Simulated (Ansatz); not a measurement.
I need a composite energy at a relaxed geometry of PSi (charge +1). Use the Python package of Ansatz (0.2.0). Use (for the species named): B3LYP, def2-SVP basis, multiplicity 3.

```xyz
2

Si    0.0000    0.0000    0.0000
P     0.0000    0.0000    2.2800
```

The script, `psi_composite.py`:
```python
from dataclasses import dataclass
import itertools
import warnings

import ansatz
from ase import Atoms
from ase.data import atomic_numbers, covalent_radii
import numpy as np


@dataclass(frozen=True)
class RunConfig:
    basis_set: str = 'def2-SVP'
    functional: str = 'b3lyp'
    charge: int = 1


opts = RunConfig()


def main() -> None:
    warnings.simplefilter('ignore', ansatz.DeckWarning)

    atoms = Atoms(['Si', 'P'], positions=[
        (0.0, 0.0, 0.0),
        (0.0, 0.0, 2.28),
    ])
    geometry = ansatz.Crystal.molecule_from_ase(atoms)

    setup = (
        geometry.calculation()
        .basis(gaussian=opts.basis_set)
        .functional(opts.functional)
        .charge(opts.charge)
        .spin('collinear', total=2)
    )
    symbols = [site.symbol for site in geometry.cartesian_sites]
    start = np.array([site.position_ang for site in geometry.cartesian_sites], dtype=float)
    rep = setup.relax(force_tolerance=0.01).run().report
    end = np.array(rep['positions_ang'])
    radius = [covalent_radii[atomic_numbers[s]] for s in symbols]
    span = lambda where, i, j: np.linalg.norm(where[i] - where[j])
    bonded = [(i, j) for i, j in itertools.combinations(range(len(symbols)), 2) if min(span(start, i, j), span(end, i, j)) < 1.2 * (radius[i] + radius[j])]
    print('pair        before    after (A)')
    for i, j in bonded:
        print(f'{symbols[i]}{i}-{symbols[j]}{j}'.ljust(10), f'{span(start, i, j):8.4f} {span(end, i, j):8.4f}')

    minimum = ansatz.Crystal.molecule()
    for symbol, place in zip(symbols, end):
        minimum = minimum.atom(symbol, place.tolist())
    at_minimum = (
        minimum.calculation()
        .charge(opts.charge)
        .spin('collinear', total=2)
    )
    level = lambda method, basis: at_minimum.basis(gaussian=basis).correlation(method).run().report
    small, large, cluster = level('mp2', 'cc-pVDZ'), level('mp2', 'cc-pVTZ'), level('ccsd_t', 'cc-pVDZ')
    corr = lambda each: (each['free_energy_ev'] - each['reference_energy_ev']) / 27.211386246
    mp2_limit = (27 * corr(large) - 8 * corr(small)) / 19
    pieces = {'HF / cc-pVTZ': large['reference_energy_ev'] / 27.211386246, 'MP2 correlation, DZ-TZ limit': mp2_limit, 'CCSD(T) - MP2 / cc-pVDZ': corr(cluster) - corr(small)}
    for name, value in pieces.items():
        print(f'{name:32s} {value:14.6f} Ha')
    print(f'{"sum":32s} {sum(pieces.values()):14.6f} Ha')
    print('T1 diagnostic', round(cluster['correlation']['coupled_cluster']['t1_diagnostic'], 4))


if __name__ == '__main__':
    main()
```

Running `python psi_composite.py` prints:
```text
pair        before    after (A)
Si0-P1       2.2800   2.2485
HF / cc-pVTZ                        -629.348740 Ha
MP2 correlation, DZ-TZ limit          -0.173351 Ha
CCSD(T) - MP2 / cc-pVDZ               -0.042334 Ha
sum                                 -629.564425 Ha
T1 diagnostic 0.0292
```

Notes:
- Total energies depend on the basis set; only differences at equal settings carry meaning.
- The sum leaves out core correlation, relativity, the Hartree-Fock basis error and zero-point energy; a DZ-TZ extrapolation is rough.
- The run takes the species as open-shell (spin multiplicity 3), which needn't be its ground state.
- b3lyp holds the VWN-RPA fit, as in Gaussian; the form of ORCA and Turbomole is b3lyp5.
- Inner cores stay frozen, so this is valence correlation.
- For Al to Cl the sets with a tight d function, cc-pV(X+d)Z, are usual.
- The spin state was assumed, and another may lie lower.
- The whole script took 20 s on 1 thread of Arm Neoverse V1 (shared host), peak memory 0.18 GiB.
